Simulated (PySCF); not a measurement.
Gas-phase reaction: c-Si3H6 + C3H7 (n-propyl) + C3H5 (allyl) = 3 (CH3)2Si

Computed with PySCF and rigid-rotor harmonic-oscillator thermochemistry at 1 bar. † marks an energy on the PBE0/def2-TZVP geometry and frequencies. MP2 freezes the core. Open shells (unrestricted): C3H7 (n-propyl) (multiplicity 2), C3H5 (allyl) (multiplicity 2); the rest are closed-shell singlets. c-Si3H6, (CH3)2Si: computed as isolated molecules; such fragments, hydroxides, amides, oligomers or adducts are transient or little studied in the gas. MP2 isn't extrapolated to the basis-set limit. Warning, spin contamination: C3H5 (allyl) (HF/def2-TZVP†, MP2/def2-SVP†).

| level | ΔH°(298 K), kJ |
|---|---|
| HF/def2-TZVP† | 44 |
| MP2/def2-SVP† | (withheld) |
| LDA/def2-TZVP† | -75 |
| ωB97M-V/def2-TZVP† | -120 |
| ωB97X-V/def2-TZVP† | (withheld) |

What belongs in the gaps?


- MP2/def2-SVP†, ΔH°(298 K), kJ: -81
- ωB97X-V/def2-TZVP†, ΔH°(298 K), kJ: -61
